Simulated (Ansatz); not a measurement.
Geometry optimisation, Ansatz 0.2.0, RKS r2SCAN-D4/6-31G*.

The input (input.yaml):

```yaml
crystal:
  periodic: [false, false, false]
  atoms:
    - { symbol: B, position_ang: [0.0, 0.0, 0.0] }
    - { symbol: O, position_ang: [0.0, 0.0, 1.76] }
    - { symbol: H, position_ang: [-0.9095, -0.2814, 2.0971] }
    - { symbol: H, position_ang: [1.0305, 0.0, -0.595] }
    - { symbol: Cl, position_ang: [-1.6108, 0.0, -0.93] }
    - { symbol: H, position_ang: [-0.1864, 1.4017, 0.4698] }
    - { symbol: H, position_ang: [-0.1517, 1.141, 1.3187] }
basis:
  gaussian: { orbitals: "6-31G*" }
hamiltonian:
  xc: r2scan
  dispersion: d4
relax:
  f_tol: 0.15
  max_steps: 25
  restrain:
    - { distance: [0, 5], at: 1.19, k: 30.0 }
    - { distance: [6, 1], at: 1.01, k: 30.0 }
    - { distance: [0, 1], at: 2.61, k: 30.0 }
    - { distance: [6, 5], at: 1.86, k: 30.0 }
```

Command:

```bash
$ ansatz run input.yaml --threads 1 --pin off --max-ram 2048MiB --backend cpu --events-out ev --progress --plain --runs-dir out
```

Question: Where does it end, and by what steps?

Answer: It converged. The restraints hold the end off the free minimum. After 9 steps the energy has fallen by 2.017 eV (the restraints' own energy left out); B1 moved furthest, 0.62 Å.

```csv
step,energy less start (eV),largest force component (eV/Å),accepted
0,0.0000,3.663,yes
1,-0.6156,4.371,yes
2,-1.4061,3.297,yes
3,-1.8047,0.837,yes
4,-1.8782,1.502,yes
5,-1.9568,0.964,yes
6,-2.0009,0.952,yes
7,-1.9998,0.736,yes
8,-2.0079,1.058,yes
9,-2.0175,0.762,yes
```

```xyz
7
Properties=species:S:1:pos:R:3
B -0.023 0.442 -0.438
O -0.050 0.013 2.123
H -0.966 -0.305 2.179
H 0.970 -0.143 -0.736
Cl -1.576 -0.222 -0.932
H -0.030 1.520 0.072
H -0.153 0.957 1.852
```

Time of the run: 32 s on 1 thread of Arm Neoverse V1, with other jobs on the host, peak memory 0.13 GiB.
